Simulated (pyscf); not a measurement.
# Insertion: B–F [singlet] + SiH₄ → F–BH–SiH₃

Gas phase, singlet surface, charge 0. Bonds broken: Si3–H4. Bonds formed: B1–Si3, B1–H4. Structures and frequencies: ωB97X-D3(BJ)/def2-SVP in PySCF. MP2 and CC: frozen core, UHF for open shells. ΔMP2 is the change of the MP2 total energy from the triple- to the quadruple-zeta basis.

Transition state (Å):

```xyz
7

B     -1.9376     0.0361     1.1008
F     -1.2975     0.9870     1.7141
Si    -0.2846    -0.1180    -0.8586
H     -2.0139    -0.7200     0.1465
H      0.9888    -0.4235    -0.1283
H     -0.2597     1.3153    -1.2977
H     -0.3796    -0.9990    -2.0651
```

One imaginary mode, 1413i cm⁻¹; descent along it reached the two sides named.

```csv
bond,change,reactant side (Å),saddle,product side
Si3–H4,breaks,1.492,2.089,2.9
B1–Si3,forms,4.6,2.568,2.040
B1–H4,forms,3.3,1.220,1.214
```

Electronic energies relative to the separated reactants (kJ/mol):

```csv
level,barrier,reaction energy,reverse barrier
ωB97X-D3(BJ)/def2-TZVP,186.8,-190.7,377.5
PBE/def2-TZVP,124.7,-196.3,321.0
r²SCAN/def2-TZVP,141.5,-197.8,339.3
B3LYP-D3(BJ)/def2-TZVP,159.6,-184.0,343.6
PBE0-D3(BJ)/def2-TZVP,147.2,-201.3,348.5
M06-2X/def2-TZVP,180.9,-181.8,362.7
ωB97M-D3(BJ)/def2-TZVP,192.6,-166.9,359.6
HF/def2-TZVP,276.0,-147.1,423.0
MP2/def2-QZVPP,192.5,-180.9,373.3
CCSD/def2-TZVPP,210.0,-161.0,370.9
CCSD(T)/def2-TZVPP,194.7,-163.3,358.0
CCSD(T)/def2-TZVPP + ΔMP2(QZVPP),191.8,-165.5,357.3
```

With CCSD(T)/def2-TZVPP + ΔMP2(QZVPP) energies and thermal terms (ideal gas, 1 atm, RRHO with modes under 100 cm⁻¹ raised to 100, one conformer, R ln 2 for rigid chiral ones), in kJ/mol:

| T (K) | ΔH‡ | ΔG‡ | ΔH | ΔG |
|---|---|---|---|---|
| 298 | 190.5 | 220.3 | -156.4 | -122.6 |
| 600 | 192.6 | 249.7 | -154.6 | -88.9 |
| 900 | 194.4 | 277.8 | -151.6 | -56.7 |
| 1200 | 196.0 | 305.4 | -148.4 | -25.5 |

This is the saddle that the search found; another between the same sides may lie lower. The CCSD(T) − MP2 part came from Ansatz, without density fitting, on the same reference.
